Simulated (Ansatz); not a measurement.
in.yaml

```yaml
crystal:
  periodic: [false, false, false]
  atoms:
    - {symbol: B, position_ang: [0.000000, -1.356815, -0.905184]}
    - {symbol: Ge, position_ang: [0.000000, 0.055950, 0.757740]}
    - {symbol: P, position_ang: [0.000000, 0.342363, -1.461116]}
basis:
  gaussian: {orbitals: STO-3G, point_charges: [{charge: -0.50, position_ang: [4.931, -0.374, -0.619]}]}
total_charge: 1
magnetization: {spin_polarized: false, initial_magnetization: 1}
hamiltonian: {pseudopotentials: {relativity: none}}
correlation: {method: ccsd_t, electrons: outside_noble_gas}
```

```sh
$ ansatz run in.yaml --threads 1 --pin off --events-out ev --progress --plain --max-ram 2393MiB
```

Log:

```
335 factors; integrals over basis functions are off by at most 1.3e-4 eV
mean field evaluation 1: about -65651.9590 eV, gradient 1.8e1 eV
mean field evaluation 2: about -65651.9757 eV, gradient 1.8e1 eV
mean field evaluation 4: about -65653.9064 eV, gradient 3.1e0 eV
mean field evaluation 8: about -65654.2158 eV, gradient 3.4e-1 eV
mean field evaluation 16: about -65651.9587 eV, gradient 1.8e1 eV
mean field evaluation 32: about -65651.5621 eV, gradient 1.7e1 eV
mean field evaluation 64: about -65653.8527 eV, gradient 1.7e0 eV
mean field evaluation 96: about -65653.0801 eV, gradient 2.7e-1 eV
mean field evaluation 128: about -65650.8595 eV, gradient 4.5e0 eV
mean field evaluation 160: about -65650.9691 eV, gradient 1.2e0 eV
...
cycle   5  -4.43964236 eV  change   -5.1e-3 eV  update   1.2e-3
cycle   6  -4.44034896 eV  change   -7.1e-4 eV  update   6.9e-4
cycle   7  -4.44037582 eV  change   -2.7e-5 eV  update   5.0e-4
cycle   8  -4.43998991 eV  change    3.9e-4 eV  update   2.4e-4
cycle   9  -4.44000062 eV  change   -1.1e-5 eV  update   1.2e-4
cycle  10  -4.44000832 eV  change   -7.7e-6 eV  update   7.0e-5
cycle  11  -4.44004558 eV  change   -3.7e-5 eV  update   4.2e-5
cycle  12  -4.44004574 eV  change   -1.6e-7 eV  update   2.4e-5
cycle  13  -4.44004587 eV  change   -1.4e-7 eV  update   1.3e-5
cycle  14  -4.44005065 eV  change   -4.8e-6 eV  update   8.4e-6
perturbative correction -0.29276045 eV, -0.0107587482 hartree
Total energy: -65658.95420505 eV, -2412.9220617978 hartree
```

Ran on 1 thread of Arm Neoverse V2, shared host: 3.9 s wall, 0.26 GiB peak host memory.
